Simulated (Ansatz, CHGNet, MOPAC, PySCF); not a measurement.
## Zinc-blende GaSb, lattice constant a

Reference value: 6.096 Å (measured, 300 K, no zero-point or thermal correction; as tabulated in Vurgaftman et al. (2001), doi:10.1063/1.1368156).

| level (code) | value (Å) | difference (%) |
|---|---|---|
| PM6 semi-empirical Hartree-Fock (MOPAC) | 5.717 | -6.22 |
| CHGNet 0.3.0 | 6.214 | +1.94 |
| LDA (Ansatz) | 6.048 | -0.79 |
| PBE (Ansatz) | 6.214 | +1.94 |
| r²SCAN+rVV10 (Ansatz) | 6.104 | +0.13 |
| LC-ωPBE (Ansatz) | 6.005 | -1.49 |
| MP2 (PySCF) | 6.134 ± 0.02 | +0.62 |

The reference is not for a static lattice or low temperature, so close values are not ranked against it. Off by more than 1.25 %, or 1.75 % on the side where a correction would as a rule narrow the miss (bounds picked here): PM6 semi-empirical Hartree-Fock (MOPAC) (-6.22 %), PBE (+1.94 %), CHGNet 0.3.0 (+1.94 %).

The measured value isn't corrected to a static lattice, so vibrations enter the comparison. A static lattice is as a rule a little smaller than the measured one.  A ± on a computed value is a rough bar: the spread of its extrapolation, a floor set from checks against published values, or a statistical error. PM6 semi-empirical Hartree-Fock (MOPAC): the method was fitted mainly to molecules. PM6 semi-empirical Hartree-Fock (MOPAC): the run uses a supercell at the zone centre in place of a k mesh. Cutoffs and k meshes differ between the levels. Ansatz's density-functional and Hartree–Fock values are scalar-relativistic unless marked +SOC, with PAW data made under PBE.

Machine-learned potentials (CHGNet 0.3.0) are trained on DFT data: a solid inside that data is no test of them.

Differences are worked out from the printed values.

Ansatz is a quantum-chemistry and plane-wave program.
